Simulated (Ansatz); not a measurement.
## Two structures, one formula

Two relaxed structures of BH$_{2}$SO (charge -1), closed shell (PBE0-D4/def2-TZVPD; forces vanish, vibrations not checked).

A:

O1  (-0.733, -0.314, 1.456)
B2  (-0.695, -0.437, 0.083)
S3  (0.747, 0.398, -0.731)
H4  (0.016, 0.205, 1.816)
H5  (1.442, 0.960, 0.340)
(Å)

B:

```tsv
atom	x (Å)	y (Å)	z (Å)
O1	-0.5692	-0.1643	1.4281
B2	-0.5382	-0.3277	0.1723
S3	0.8565	0.4148	-1.0022
H4	-1.3094	-0.9415	-0.5679
H5	1.5603	1.0188	-0.0303
```

Ansatz 0.2.0; basis: def2-TZVPPD; cores frozen in the correlated methods. B3LYP uses VWN-RPA correlation.

Problem. Which structure is lower at CCSD(T), and by how much? (Judge from chemistry; the value comes from the calculation.)

Solution. Computed: B, by 222.7 kJ/mol (electronic energy, against the other). By their contacts, A is BH₂SO ([OH][B][SH]), total charge -1 and B is BH₂SO ([O][BH][SH]), total charge -1.

All methods give the same order:

```json
{"method": "PBE-D4", "E(B) − E(A) (kJ/mol)": "-211.8"}
{"method": "r2SCAN-D4", "E(B) − E(A) (kJ/mol)": "-226.3"}
{"method": "PBE0-D4", "E(B) − E(A) (kJ/mol)": "-221.0"}
{"method": "B3LYP-D4", "E(B) − E(A) (kJ/mol)": "-225.7"}
{"method": "wB97M-V", "E(B) − E(A) (kJ/mol)": "-226.7"}
{"method": "HF", "E(B) − E(A) (kJ/mol)": "-239.6"}
{"method": "MP2", "E(B) − E(A) (kJ/mol)": "-236.7"}
{"method": "CCSD", "E(B) − E(A) (kJ/mol)": "-226.5"}
{"method": "CCSD(T)", "E(B) − E(A) (kJ/mol)": "-222.7"}
```

No T1 diagnostic of these runs exceeds 0.024.

Labels in which every atom is bracketed show which atoms are joined, not bond orders.

For scale, one of the runs: CCSD(T)/def2-TZVPPD, 162 basis functions, launched by `ansatz run in.yaml --threads 2 --pin off --events-out ev --progress --plain --max-ram 4352MiB`. Hardware: 2 CPU threads of an Arm Neoverse V1, shared host. Wall time 25 s; peak host memory 1.2 GiB.
